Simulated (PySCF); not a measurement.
hydrazine (H₄N₂), SMILES NN. Atoms are numbered in the order given.

```xyz
6

N      0.7083     0.0978     0.0736
N     -0.7083    -0.0978     0.0736
H      1.1441    -0.7816     0.3186
H      1.0600     0.3861    -0.8341
H     -1.1441     0.7816     0.3186
H     -1.0600    -0.3861    -0.8341
```
Charge 0, spin multiplicity 1.

The structure is a stationary point at B3LYP-D3(BJ)/def2-TZVP.

All values below come from PBE0/def2-TZVPD run with PySCF.

Mulliken values depend strongly on the basis, most of all with diffuse functions as here. Atomic charges (e):

```tsv
atom	Mulliken	meta-Löwdin
N1	-0.40	…
N2	-0.40	…
H3	0.21	…
H4	0.19	…
H5	0.21	…
H6	0.19	…
```

### Question
Complete the blanks. (Estimate from the structure and the level; the computed values follow.)

### Answer

- N1, meta-Löwdin: -0.43
- N2, meta-Löwdin: -0.43
- H3, meta-Löwdin: 0.23
- H4, meta-Löwdin: 0.21
- H5, meta-Löwdin: 0.23
- H6, meta-Löwdin: 0.21
